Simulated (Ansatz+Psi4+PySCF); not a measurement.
The numbers below are computed, except where a source is named.
Input for PySCF 2.14.0:

```python
from pyscf import gto, scf, mp

mol = gto.M(atom="""
N 0.000000 0.007420 -0.005970
H 0.000000 0.851340 0.619370
O 0.000000 -0.980570 0.711230
""", basis='cc-pvtz', charge=0, spin=0)
mf = scf.RHF(mol)
mf.kernel()
pt = mp.MP2(mf, frozen=2).run()
print(mf.e_tot, pt.e_corr, pt.e_tot)
```

The script is written out from the run's settings.

Results

```json
{"Converged": "yes", "Reference energy": "-129.83473 hartree", "Correlation energy": "-0.43828 hartree", "Total energy": "-130.27302 hartree", "Spin squared of the determinant": "0.000"}
```

Caution: unrestricted orbitals would lower the determinant.
